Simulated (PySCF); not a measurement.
## Basis-set dependence of population analyses: `[BH3-][NH2+]C`

Compound: CH8BN.
Atom-mapped SMILES: `[BH3-:1][NH2+:2][CH3:3]` (hydrogens: H4, H5, H6 on B1; H7, H8 on N2; H9, H10, H11 on C3)

PBE0 throughout (PySCF), one geometry, spherical d and f functions. Geometry: PBE0-D3(BJ)/def2-SVP; no solvent, vibrations or thermal averaging. Atoms taken as equivalent share a column and are averaged.

Mulliken charges (e):

```json
{"basis": "STO-3G", "functions": "23", "B1": "-0.042", "N2": "-0.325", "C3": "-0.148", "H4/H5/H6": "-0.115", "H7/H8": "+0.258", "H9/H10/H11": "+0.115"}
{"basis": "6-31G", "functions": "43", "B1": "-0.013", "N2": "-0.739", "C3": "-0.348", "H4/H5/H6": "-0.087", "H7/H8": "+0.373", "H9/H10/H11": "+0.206"}
{"basis": "pcSseg-0", "functions": "43", "B1": "-0.213", "N2": "-0.816", "C3": "-0.444", "H4/H5/H6": "-0.021", "H7/H8": "+0.374", "H9/H10/H11": "+0.263"}
{"basis": "6-31G*", "functions": "58", "B1": "-0.128", "N2": "-0.670", "C3": "-0.399", "H4/H5/H6": "-0.070", "H7/H8": "+0.387", "H9/H10/H11": "+0.211"}
{"basis": "cc-pVDZ", "functions": "82", "B1": "-0.248", "N2": "+0.017", "C3": "-0.025", "H4/H5/H6": "-0.080", "H7/H8": "+0.137", "H9/H10/H11": "+0.074"}
{"basis": "def2-SVP", "functions": "82", "B1": "-0.239", "N2": "-0.101", "C3": "+0.010", "H4/H5/H6": "-0.074", "H7/H8": "+0.168", "H9/H10/H11": "+0.072"}
{"basis": "6-311+G(2d,p)", "functions": "129", "B1": "-0.170", "N2": "-0.427", "C3": "-0.358", "H4/H5/H6": "-0.054", "H7/H8": "+0.307", "H9/H10/H11": "+0.167"}
{"basis": "aug-cc-pVDZ", "functions": "141", "B1": "-2.141", "N2": "-0.153", "C3": "+0.882", "H4/H5/H6": "+0.605", "H7/H8": "+0.061", "H9/H10/H11": "-0.175"}
{"basis": "def2-TZVP", "functions": "141", "B1": "-0.342", "N2": "-0.234", "C3": "-0.295", "H4/H5/H6": "-0.038", "H7/H8": "+0.266", "H9/H10/H11": "+0.152"}
{"basis": "IGLO-III", "functions": "185", "B1": "-0.032", "N2": "-0.421", "C3": "-0.268", "H4/H5/H6": "-0.103", "H7/H8": "+0.296", "H9/H10/H11": "+0.146"}
{"basis": "cc-pVTZ", "functions": "202", "B1": "-0.410", "N2": "+0.064", "C3": "-0.218", "H4/H5/H6": "-0.030", "H7/H8": "+0.145", "H9/H10/H11": "+0.121"}
```

IAO charges (e):

```csv
basis,functions,B1,N2,C3,H4/H5/H6,H7/H8,H9/H10/H11
STO-3G,23,-0.297,-0.245,-0.302,-0.052,+0.263,+0.158
6-31G,43,-0.385,-0.285,-0.337,-0.030,+0.294,+0.169
pcSseg-0,43,-0.400,-0.280,-0.316,-0.028,+0.292,+0.166
6-31G*,58,-0.366,-0.274,-0.311,-0.036,+0.288,+0.161
cc-pVDZ,82,-0.397,-0.265,-0.309,-0.029,+0.288,+0.160
def2-SVP,82,-0.387,-0.260,-0.299,-0.033,+0.287,+0.157
"6-311+G(2d,p)",129,-0.398,-0.280,-0.321,-0.028,+0.294,+0.165
aug-cc-pVDZ,141,-0.399,-0.275,-0.319,-0.028,+0.293,+0.164
def2-TZVP,141,-0.396,-0.281,-0.320,-0.029,+0.294,+0.164
IGLO-III,185,-0.397,-0.281,-0.322,-0.028,+0.295,+0.165
cc-pVTZ,202,-0.397,-0.280,-0.321,-0.028,+0.295,+0.165
```

Hirshfeld charges (e):

```json
{"basis": "STO-3G", "functions": "23", "B1": "-0.090", "N2": "+0.037", "C3": "+0.042", "H4/H5/H6": "-0.129", "H7/H8": "+0.142", "H9/H10/H11": "+0.038"}
{"basis": "6-31G", "functions": "43", "B1": "-0.109", "N2": "-0.008", "C3": "-0.026", "H4/H5/H6": "-0.113", "H7/H8": "+0.157", "H9/H10/H11": "+0.056"}
{"basis": "pcSseg-0", "functions": "43", "B1": "-0.111", "N2": "+0.005", "C3": "-0.024", "H4/H5/H6": "-0.117", "H7/H8": "+0.155", "H9/H10/H11": "+0.056"}
{"basis": "6-31G*", "functions": "58", "B1": "-0.109", "N2": "-0.013", "C3": "-0.026", "H4/H5/H6": "-0.112", "H7/H8": "+0.158", "H9/H10/H11": "+0.056"}
{"basis": "cc-pVDZ", "functions": "82", "B1": "-0.105", "N2": "-0.021", "C3": "-0.034", "H4/H5/H6": "-0.112", "H7/H8": "+0.161", "H9/H10/H11": "+0.057"}
{"basis": "def2-SVP", "functions": "82", "B1": "-0.110", "N2": "-0.021", "C3": "-0.036", "H4/H5/H6": "-0.112", "H7/H8": "+0.162", "H9/H10/H11": "+0.059"}
{"basis": "6-311+G(2d,p)", "functions": "129", "B1": "-0.087", "N2": "-0.055", "C3": "-0.038", "H4/H5/H6": "-0.107", "H7/H8": "+0.160", "H9/H10/H11": "+0.060"}
{"basis": "aug-cc-pVDZ", "functions": "141", "B1": "-0.093", "N2": "-0.057", "C3": "-0.046", "H4/H5/H6": "-0.104", "H7/H8": "+0.161", "H9/H10/H11": "+0.062"}
{"basis": "def2-TZVP", "functions": "141", "B1": "-0.095", "N2": "-0.050", "C3": "-0.042", "H4/H5/H6": "-0.106", "H7/H8": "+0.162", "H9/H10/H11": "+0.061"}
{"basis": "IGLO-III", "functions": "185", "B1": "-0.093", "N2": "-0.057", "C3": "-0.046", "H4/H5/H6": "-0.104", "H7/H8": "+0.162", "H9/H10/H11": "+0.062"}
{"basis": "cc-pVTZ", "functions": "202", "B1": "-0.096", "N2": "-0.047", "C3": "-0.043", "H4/H5/H6": "-0.107", "H7/H8": "+0.163", "H9/H10/H11": "+0.061"}
```

Some averages cover members that differ in this geometry, most widely: H9/H10/H11, Mulliken in aug-cc-pVDZ -0.220 to -0.153; H9/H10/H11, Mulliken in 6-31G +0.176 to +0.220; H9/H10/H11, Mulliken in 6-31G* +0.185 to +0.224; H9/H10/H11, Mulliken in cc-pVDZ +0.052 to +0.085 e.

Task: Which scheme is steadiest as the basis changes?

Result: Largest range over the bases for any column: Hirshfeld 0.09 e, IAO 0.10 e, Mulliken 2.13 e. Hirshfeld and IAO charges move least and Mulliken charges most, counted in e. Without the minimal STO-3G basis the ranges are Hirshfeld 0.06, IAO 0.04, Mulliken 2.13 e.

Task: How much do the charges still move between the two largest bases, IGLO-III and cc-pVTZ?

Result: At most, over all atoms: Mulliken 0.484 e, IAO 0.001 e, Hirshfeld 0.010 e.

Task: What do the same runs give for the total energy, the frontier levels and the dipole moment?

Result: 
```json
{"basis": "STO-3G", "energy (Eh)": "-120.8660", "HOMO (eV)": "-5.46", "LUMO (eV)": "7.96", "μ (D)": "5.90"}
{"basis": "6-31G", "energy (Eh)": "-122.3225", "HOMO (eV)": "-7.38", "LUMO (eV)": "1.34", "μ (D)": "5.72"}
{"basis": "pcSseg-0", "energy (Eh)": "-122.0803", "HOMO (eV)": "-7.64", "LUMO (eV)": "0.94", "μ (D)": "5.94"}
{"basis": "6-31G*", "energy (Eh)": "-122.3526", "HOMO (eV)": "-7.42", "LUMO (eV)": "1.43", "μ (D)": "5.57"}
{"basis": "cc-pVDZ", "energy (Eh)": "-122.3632", "HOMO (eV)": "-7.54", "LUMO (eV)": "0.83", "μ (D)": "5.51"}
{"basis": "def2-SVP", "energy (Eh)": "-122.2711", "HOMO (eV)": "-7.55", "LUMO (eV)": "0.80", "μ (D)": "5.60"}
{"basis": "6-311+G(2d,p)", "energy (Eh)": "-122.3975", "HOMO (eV)": "-7.72", "LUMO (eV)": "-0.43", "μ (D)": "5.37"}
{"basis": "aug-cc-pVDZ", "energy (Eh)": "-122.3725", "HOMO (eV)": "-7.70", "LUMO (eV)": "-0.60", "μ (D)": "5.30"}
{"basis": "def2-TZVP", "energy (Eh)": "-122.4056", "HOMO (eV)": "-7.71", "LUMO (eV)": "0.22", "μ (D)": "5.39"}
{"basis": "IGLO-III", "energy (Eh)": "-122.4120", "HOMO (eV)": "-7.72", "LUMO (eV)": "-0.10", "μ (D)": "5.34"}
{"basis": "cc-pVTZ", "energy (Eh)": "-122.4053", "HOMO (eV)": "-7.71", "LUMO (eV)": "0.28", "μ (D)": "5.38"}
```

The dipole is fixed by the density alone, so its range of 0.64 D shows that the density itself changes with the basis, not only its division among atoms.
